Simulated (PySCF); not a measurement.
Molecule: dimethylphosphine (SMILES CPC).

Mapped SMILES: `[CH3:1][PH:2][CH3:3]`; H(Xn) means a hydrogen on atom n.

Geometry PBE0-D3(BJ)/def2-SVP throughout; GIAO in PySCF 2.14.0 with density-fitted response routines, gas phase, one conformer, non-relativistic; equivalent atoms averaged; basis pcSseg-2.

(1) How do the absolute shieldings σ depend on the functional? (ppm; last column core-seconds on 1 thread of an Arm Neoverse V1, shared host)

(2) Which nucleus moves most, in ppm?

Answers

(1) 
```tsv
functional	kind	C1/C3	P2	H(P2)	H(C1)/H(C3)	core-s
WP04	global hybrid	160.4	359.4	28.54	30.59	19
B97-2	global hybrid	172.8	412.0	27.93	30.27	18
BHandHLYP	global hybrid	173.7	404.0	28.11	30.38	19
CAM-B3LYP	range-separated hybrid	172.2	391.0	27.89	30.27	28
wB97X-D	range-separated hybrid	174.6	409.6	27.92	30.32	25
LC-wPBE	range-separated hybrid	179.7	423.9	27.93	30.33	33
```

(2) P2 (phosphorus bonded to 2 C, H): from 359.4 ppm with WP04 to 423.9 ppm with LC-wPBE. The smallest spread is 0.32 ppm, at H(C1)/H(C3). Proton shifts span only some 12 ppm, so a few tenths of a ppm matter as much there as several ppm in carbon.
